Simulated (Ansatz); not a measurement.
## Counterpoise correction, worked out

The pair of HF (SMILES F, atoms 1–2) and HCl (SMILES Cl, atoms 3–4), both closed shells, in one local arrangement (a lower one may exist), relaxed at PBE0-D4/def2-TZVP:

| atom | x (Å) | y (Å) | z (Å) |
| --- | --- | --- | --- |
| F1 | 0.4832 | 0.0914 | -1.1432 |
| H2 | -0.2612 | 0.1216 | -1.6870 |
| Cl3 | -0.3650 | -0.1536 | 2.0037 |
| H4 | 0.1429 | -0.0594 | 0.8265 |

Program: Ansatz 0.2.0. Basis: def2-TZVPPD. Cores are frozen in the correlated methods.

MP2 total energies in eV:

| system | geometry | basis functions | energy |
| --- | --- | --- | --- |
| pair | pair | all | -15256.03400 |
| HF | as in the pair | all (partner as ghosts) | -2730.38377 |
| HCl | as in the pair | all (partner as ghosts) | -12525.54353 |
| HF | as in the pair | its own | -2730.37388 |
| HCl | as in the pair | its own | -12525.53461 |
| HF | free (PBE0-D4 minimum) | its own | -2730.37406 |
| HCl | free (PBE0-D4 minimum) | its own | -12525.53711 |

(1) Work out the interaction energy with and without the counterpoise correction, the superposition error, and the binding energy from the relaxed fragments.

The T1 diagnostic stays at or below 0.011.

Results:

(1) Without correction: -15256.03400 − (-2730.37388) − (-12525.53461) = -0.12551 eV.
With correction (each fragment in the whole basis): -15256.03400 − (-2730.38377) − (-12525.54353) = -0.10670 eV = -2.46 kcal/mol.
The superposition error is the difference, 0.01881 eV, 15 % of the uncorrected value: each fragment borrows its partner's functions.
Deformation from the free shapes: 0.00018 eV for HF and 0.00250 eV for HCl.
Binding energy from relaxed fragments: -0.10670 + 0.00018 + 0.00250 = -0.10402 eV = -2.40 kcal/mol (electronic, without zero-point energy; negative means bound). For comparison, the corrected interaction energy by CCSD(T) at an estimated basis limit (MP2 extrapolated from triple and quadruple zeta, plus CCSD(T) − MP2 in triple zeta) is -0.115 eV.

For scale, one of the runs: CCSD(T)/def2-TZVPPD, 125 basis functions, launched by `ansatz run in.yaml --threads 2 --pin off --events-out ev --progress --plain --max-ram 5222MiB`. The run took about 5.5 s on 2 CPU threads (shared host).
